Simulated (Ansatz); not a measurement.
# CH4AlCl: vertical ionisation energy

Aim: the vertical ionisation energy of CH4AlCl, as cation minus neutral at the neutral's geometry, on several levels, and how well −ε(HOMO) stands in for it.

Program: Ansatz 0.2.0, Gaussian basis. Level of theory: unrestricted cation, the program's frozen cores in correlated methods. These are calculated values, not measurements.

Levels to be run: UKS PBE-D4/def2-TZVPP; UKS r2SCAN-D4/def2-TZVPP; UKS PBE0-D4/def2-TZVPP; UKS B3LYP-D4/def2-TZVPP; UKS wB97X-V/def2-TZVPP; UKS wB97M-V/def2-TZVPP; UKS B2PLYP/def2-TZVPP; UHF-CCSD(T)/def2-TZVPP; UHF-CCSD(T)/def2-QZVPP; extrapolation to the limit; then −ε(HOMO) from the neutral's earlier runs with LDA (SPW92), PBE-D4, revPBE-D4, BLYP-D4, r2SCAN-D4, B97M-V, PBE0-D4, B3LYP-D4, r2SCANh-D4, r2SCAN0-D4, HSE06-D4, BHLYP-D4, CAM-B3LYP-D4, LC-ωPBE, ωB97X-V, ωB97M-V.

## Step 1: The geometry

The geometry comes from an earlier relaxation with PBE0-D4 in a triple-zeta def2 set; it is a stationary point, not always the lowest conformer.

SMILES `[CH3][AlH][Cl]`, 7 atoms, charge 0, spin multiplicity 1.

Atoms are counted from 1 here; the program's logs count them from 0.

Bond lengths: C1–Al2 1.938 Å, C1–H4 1.095 Å, C1–H5 1.091 Å, C1–H6 1.095 Å, Al2–Cl3 2.105 Å, Al2–H7 1.579 Å. Angles: Al2–C1–H4 110.5°, Al2–C1–H5 112.6°, Al2–C1–H6 110.6°, H4–C1–H5 108.2°, H4–C1–H6 106.5°, H5–C1–H6 108.2°, C1–Al2–Cl3 119.4°, C1–Al2–H7 124.6°, Cl3–Al2–H7 116.1°.

## Step 2: Cation, UKS PBE-D4/def2-TZVPP

in.yaml reads:

```yaml
crystal:
  periodic: [false, false, false]
  atoms:
    - {symbol: C, position_ang: [-0.712193, 0.523037, -0.285539]}
    - {symbol: Al, position_ang: [0.857129, -0.506653, 0.197563]}
    - {symbol: Cl, position_ang: [0.695712, -2.008132, 1.663909]}
    - {symbol: H, position_ang: [-0.538844, 1.590278, -0.112359]}
    - {symbol: H, position_ang: [-1.598412, 0.225680, 0.277738]}
    - {symbol: H, position_ang: [-0.932144, 0.413779, -1.352526]}
    - {symbol: H, position_ang: [2.289851, -0.305990, -0.434588]}
basis:
  gaussian: {orbitals: def2-TZVPP}
total_charge: 1
magnetization: {spin_polarized: true, initial_magnetization: 1}
hamiltonian: {xc: pbe, dispersion: d4}
```

Started as:

```bash
$ ansatz run in.yaml --threads 2 --pin off --events-out ev --progress --plain --max-ram 32768MiB --backend cpu
```

The runs that follow: Cation, UKS r2SCAN-D4/def2-TZVPP; Cation, UKS PBE0-D4/def2-TZVPP; Cation, UKS B3LYP-D4/def2-TZVPP; Cation, UKS wB97X-V/def2-TZVPP; Cation, UKS wB97M-V/def2-TZVPP; Cation, UKS B2PLYP (frozen core)/def2-TZVPP; Cation, UHF-CCSD(T)/def2-TZVPP; Cation, UHF-CCSD(T)/def2-QZVPP.

Before running them: what should the planned runs give, taken together? Wanted: ionisation energy, CCSD(T)/CBS; nearest functional by difference; nearest −ε(HOMO); −ε(HOMO) of PBE; T1 of the cation.

The runs gave:

| quantity | value |
| --- | --- |
| ionisation energy, CCSD(T)/CBS | 10.85 eV |
| nearest functional by difference | ωB97X-V (-0.17 eV) |
| nearest −ε(HOMO) | LC-ωPBE (+0.12 eV) |
| −ε(HOMO) of PBE | 6.92 eV |
| T1 of the cation | 0.047 |

By cation minus neutral, the functionals miss by 0.88 eV at most. −ε(HOMO) of PBE misses by 3.9 eV, since self-interaction lifts the level. Among orbital estimates LC-ωPBE comes nearest. Hartree-Fock falls 0.88 eV short, as the neutral has more correlation energy than the cation. The cation's T1 (from the report) is 0.047, above the customary mark of 0.045 for open shells, so the coupled-cluster value is less safe. The cation may have settled in a state other than its lowest; no search over hole states beyond the program's own was made.
